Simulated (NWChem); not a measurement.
System: nitrogen (N₂); SMILES N#N

Excerpt of the output:

```
             Northwest Computational Chemistry Package (NWChem) 7.3.0
             --------------------------------------------------------

                             Geometry "geometry" -> ""
                             -------------------------

 Output coordinates in angstroms (scale by  1.889725989 to convert to a.u.)

  No.       Tag          Charge          X              Y              Z
 ---- ---------------- ---------- -------------- -------------- --------------
    1 N                    7.0000     0.00000000     0.00000000     0.54473800
    2 N                    7.0000     0.00000000     0.00000000    -0.54473800

 Effective nuclear repulsion energy (a.u.)      23.8001435562

                              NWChem Property Module
                              ----------------------

                                 NWChem DFT Module
                                 -----------------

 Summary of "ao basis" -> "ao basis" (spherical)
 ------------------------------------------------------------------------------
       Tag                 Description            Shells   Functions and Types
 ---------------- ------------------------------  ------  ---------------------
 N                        aug-cc-pvdz                9       23   4s3p2d

            General Information
            -------------------
          SCF calculation type: DFT
          Wavefunction type:  closed shell.
          No. of atoms     :     2
          No. of electrons :    14
           Alpha electrons :     7
            Beta electrons :     7
          Charge           :     0
          Spin multiplicity:     1
          Use of symmetry is: off; symmetry adaption is: off
          Maximum number of iterations: 150
          AO basis - number of functions:    46
                     number of shells:    18
          Convergence on energy requested:  1.00D-06
          Convergence on density requested:  1.00D-05
          Convergence on gradient requested:  5.00D-04

              XC Information
              --------------
                         B3LYP Method XC Potential
                     Hartree-Fock (Exact) Exchange  0.200
                        Slater Exchange Functional  0.800 local
                    Becke 1988 Exchange Functional  0.720 non-local
              Lee-Yang-Parr Correlation Functional  0.810
                  VWN I RPA Correlation Functional  0.190 local

             Grid Information
             ----------------
          Grid used for XC integration:  medium
          Radial quadrature: Mura-Knowles
          Angular quadrature: Lebedev.
          Tag              B.-S. Rad. Rad. Pts. Rad. Cut. Ang. Pts.
          ---              ---------- --------- --------- ---------
          N                   0.65       49           8.0       434
          Grid pruning is: on
          Number of quadrature shells:    98
          Spatial weights used:  Erf1

      Superposition of Atomic Density Guess
      -------------------------------------

 Sum of atomic energies:        -108.60542303

      Non-variational initial energy
      ------------------------------

 Total energy =    -109.137846
 1-e energy   =    -194.088833
 2-e energy   =      61.150843
 HOMO         =      -0.433485
 LUMO         =       0.015096

   convergence    iter        energy       DeltaE   RMS-Dens  Diis-err
 ---------------- ----- ----------------- --------- --------- ---------
 d= 0,ls=0.0,diis     1   -109.5246013709 -1.33D+02  1.08D-02  1.87D-01
 d= 0,ls=0.0,diis     2   -109.5375658068 -1.30D-02  4.35D-03  3.77D-02
 d= 0,ls=0.0,diis     3   -109.5418883791 -4.32D-03  7.53D-04  2.26D-03
 d= 0,ls=0.0,diis     4   -109.5421730201 -2.85D-04  3.82D-05  9.93D-07
 d= 0,ls=0.0,diis     5   -109.5421731525 -1.32D-07  2.29D-06  4.01D-08

         Total DFT energy =     -109.542173152532
      One electron energy =     -194.742065592314
           Coulomb energy =       75.098003186509
    Exchange-Corr. energy =      -13.698254302882
 Nuclear repulsion energy =       23.800143556155

 Numeric. integr. density =       13.999999835692

                       DFT Final Molecular Orbital Analysis
                       ------------------------------------

 Vector    5  Occ=2.000000D+00  E=-4.766790D-01
              MO Center=  7.9D-13, -3.6D-13,  2.2D-08, r^2= 8.9D-01
   Bfn.  Coefficient  Atom+Function         Bfn.  Coefficient  Atom+Function
  ----- ------------  ---------------      ----- ------------  ---------------
     6     -0.327816  1 N  py                29     -0.327816  2 N  py
     5      0.308166  1 N  px                28      0.308166  2 N  px
     9     -0.162821  1 N  py                32     -0.162821  2 N  py
     8      0.153062  1 N  px                31      0.153062  2 N  px
    15      0.026836  1 N  d -1              38     -0.026836  2 N  d -1

 Vector    6  Occ=2.000000D+00  E=-4.766790D-01
              MO Center= -2.9D-13,  3.4D-12,  2.2D-08, r^2= 8.9D-01
   Bfn.  Coefficient  Atom+Function         Bfn.  Coefficient  Atom+Function
  ----- ------------  ---------------      ----- ------------  ---------------
     5      0.327816  1 N  px                28      0.327816  2 N  px
     6      0.308166  1 N  py                29      0.308166  2 N  py
     8      0.162821  1 N  px                31      0.162821  2 N  px
     9      0.153062  1 N  py                32      0.153062  2 N  py
    17      0.026836  1 N  d  1              40     -0.026836  2 N  d  1

 Vector    7  Occ=2.000000D+00  E=-4.390698D-01
              MO Center=  2.0D-11, -2.4D-11, -1.4D-07, r^2= 1.3D+00
   Bfn.  Coefficient  Atom+Function         Bfn.  Coefficient  Atom+Function
  ----- ------------  ---------------      ----- ------------  ---------------
     7      0.454334  1 N  pz                30     -0.454334  2 N  pz
     3      0.263783  1 N  s                 26      0.263783  2 N  s
    10      0.177517  1 N  pz                33     -0.177517  2 N  pz
     2      0.105860  1 N  s                 25      0.105860  2 N  s
     4      0.071655  1 N  s                 27      0.071655  2 N  s

 Vector    8  Occ=0.000000D+00  E=-3.317635D-02
              MO Center=  5.7D-13, -2.0D-14, -2.4D-08, r^2= 1.8D+00
   Bfn.  Coefficient  Atom+Function         Bfn.  Coefficient  Atom+Function
  ----- ------------  ---------------      ----- ------------  ---------------
    11      0.359508  1 N  px                34     -0.359508  2 N  px
     5      0.346405  1 N  px                28     -0.346405  2 N  px
    12      0.337956  1 N  py                35     -0.337956  2 N  py
     8      0.329390  1 N  px                31     -0.329390  2 N  px
     6      0.325638  1 N  py                29     -0.325638  2 N  py

 Vector    9  Occ=0.000000D+00  E=-3.317635D-02
              MO Center=  1.2D-11, -1.3D-11, -2.4D-08, r^2= 1.8D+00
   Bfn.  Coefficient  Atom+Function         Bfn.  Coefficient  Atom+Function
  ----- ------------  ---------------      ----- ------------  ---------------
    12      0.359508  1 N  py                35     -0.359508  2 N  py
     6      0.346405  1 N  py                29     -0.346405  2 N  py
    11     -0.337956  1 N  px                34      0.337956  2 N  px
     9      0.329390  1 N  py                32     -0.329390  2 N  py
     5     -0.325638  1 N  px                28      0.325638  2 N  px

 Vector   10  Occ=0.000000D+00  E= 5.724977D-02
              MO Center= -4.7D-10,  5.1D-10,  1.7D-06, r^2= 1.1D+01
   Bfn.  Coefficient  Atom+Function         Bfn.  Coefficient  Atom+Function
  ----- ------------  ---------------      ----- ------------  ---------------
     4     10.755296  1 N  s                 27    -10.755297  2 N  s
    13     -3.278738  1 N  pz                36     -3.278737  2 N  pz
     3      1.246973  1 N  s                 26     -1.246973  2 N  s
    10     -0.713272  1 N  pz                33     -0.713272  2 N  pz
    21      0.168892  1 N  d  0              44     -0.168892  2 N  d  0

     Multipole analysis of the density
     ---------------------------------

     L   x y z        total         alpha         beta         nuclear
     -   - - -        -----         -----         ----         -------
     0   0 0 0     -0.000000     -7.000000     -7.000000     14.000000

     1   1 0 0      0.000000      0.000000      0.000000      0.000000
     1   0 1 0     -0.000000     -0.000000     -0.000000      0.000000
     1   0 0 1     -0.000000     -0.000000     -0.000000      0.000000

     2   2 0 0     -7.682402     -3.841201     -3.841201      0.000000
     2   1 1 0     -0.000000     -0.000000     -0.000000      0.000000
     2   1 0 1     -0.000000     -0.000000     -0.000000      0.000000
     2   0 2 0     -7.682402     -3.841201     -3.841201      0.000000
     2   0 1 1      0.000000      0.000000      0.000000      0.000000
     2   0 0 2     -8.789770    -11.812616    -11.812616     14.835461

 *** CALLING NEW AORESP DRIVER FOR CLOSED AND OPEN SHELLS ***
 Entering AOResponse driver routine

--------------------------------------------------------------------------------

          -----------------------------------------------
          Solving response equations for perturbing field
          -----------------------------------------------

 number of frequencies:     1
 frequency in a.u.:  0.0000000E+00
 Perturbing field: electric
 Using El. Dipole Length Gauge

 Setting up CPKS with frequency omega =      0.00000000 a.u.

 STATIC response

                                NWChem CPHF Module
                                ------------------

  scftype          =     RHF
  nclosed          =        7
  nopen            =        0
  variables        =      273
  # of vectors     =        3
  tolerance        = 0.10D-03
  level shift      = 0.00D+00
  max iterations   =       50
  max subspace     =       30

 SCF residual:    4.6343869534441278E-006

Iterative solution of linear equations
  No. of variables      273
  No. of equations        3
  Maximum subspace       30
        Iterations       50
       Convergence  1.0D-04

   iter   nsub   residual    time
   ----  ------  --------  ---------
     1      3    8.18D+00       0.9
     2      6    2.74D+00       1.1
     3      9    8.42D-02       1.2
     4     12    1.79D-03       1.4
     5     15    1.83D-04       1.6
     6     18    4.81D-06       1.7

 Electric Dipole Response Matrix (nonzero elements):

              1        2        3
    1   10.0379   0.0000  -0.0000
    2    0.0000  10.0379   0.0000
    3   -0.0000   0.0000  14.9506

 ------------------------------------------
 average:        11.67549 + I       0.00000

 DFT Linear Response polarizability / au
 Frequency  =       0.0000000 / au
              X              Y              Z
 -----------------------------------------------
 X      10.0379356      0.0000000     -0.0000000
 Y       0.0000000     10.0379356      0.0000000
 Z      -0.0000000      0.0000000     14.9505855
 -----------------------------------------------
 Eigenvalues =      10.0379356     10.0379356     14.9505855
 Isotropic   =      11.6754856
 Anisotropic =       4.9126499
 -----------------------------------------------

 Magnetic Dipole Response Matrix (nonzero elements):

 Exiting AOResponse driver routine
```

Level: B3LYP/aug-cc-pVDZ. Coordinates come from a PBE0-D3(BJ)/def2-TZVP optimisation.

Reconstruct the input file.

One answer among several that fit: the input that was run:
```
start job
memory heap 200 mb stack 900 mb global 1100 mb
geometry units angstroms noautosym nocenter noautoz
  N      0.000000     0.000000     0.544738
  N      0.000000     0.000000    -0.544738
end
basis spherical
  * library aug-cc-pvdz
end
dft
  xc b3lyp
  iterations 150
end
property
  response 1 0.0
end
task dft property
```
